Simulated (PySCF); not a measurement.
Compound: isopentylamine, C5H13N.
Bonds: C1–C2, C2–C3, C2–C4, C4–C5, C5–N6. Hydrogens: H7, H8, H9 on C1; H10 on C2; H11, H12, H13 on C3; H14, H15 on C4; H16, H17 on C5; H18, H19 on N6.

Level of theory: PySCF 2.14.0, PBE0-D3(BJ)/def2-SVP geometry optimisation, gas phase.

(1) What internal coordinates does the optimisation give?

## Answers

(1) 
```csv
bond,length (Å),order
"C1–C2, C2–C3",1.525,single
C2–C4,1.529,single
C4–C5,1.520,single
C5–N6,1.451,single
C1–H7 and 5 like bonds,1.102,single
C2–H10,1.107,single
"C4–H14, C4–H15",1.105,single
"C5–H16, C5–H17",1.108,single
"N6–H18, N6–H19",1.018,single
```

Bonds in one row agree within 0.01 Å and their mean is given. Orders are formal, as drawn. A selection of angles:
```csv
angle,degrees
C2–C1–H7,110.8
H7–C1–H8,107.5
C1–C2–C3,110.7
C1–C2–C4,110.4
C1–C2–H10,107.7
C3–C2–C4,112.7
C4–C2–H10,107.3
C2–C4–C5,115.6
C2–C4–H14,108.8
C5–C4–H14,109.2
C5–C4–H15,107.4
H14–C4–H15,105.9
C4–C5–N6,110.5
C4–C5–H16,108.6
N6–C5–H16,108.2
N6–C5–H17,113.9
H16–C5–H17,105.9
C5–N6–H18,110.6
C5–N6–H19,109.9
H18–N6–H19,106.0
```

Dihedral angles: C1–C2–C4–C5 173° (antiperiplanar); C2–C4–C5–N6 -172° (antiperiplanar). The mirror-image conformer, all signs reversed, is as good.

N6 (primary amine nitrogen) is pyramidal (angles 110.6°, 109.9° and 106.0°, sum 326.5°, 0.39 Å off the plane of its three neighbours). Of the pairs four or more bonds apart, H13···H17 is among the closest relative to their van der Waals radii: 2.24 Å, 94 % of the sum of Bondi's values.

Point group: C1 (no symmetry element, even within 0.4 Å). Whether it is a minimum is left open (no frequencies). One conformer, not necessarily the lowest (C1–C2–C4–C5 173°, C2–C4–C5–N6 -172°, C4–C5–N6–H 180° and -63°).

On an Arm Neoverse V2 with one thread, shared host with 192 logical CPUs at a one-minute load of 61, this took 32 s and 0.72 GiB of memory at its peak. That covers the optimisation of the geometry.
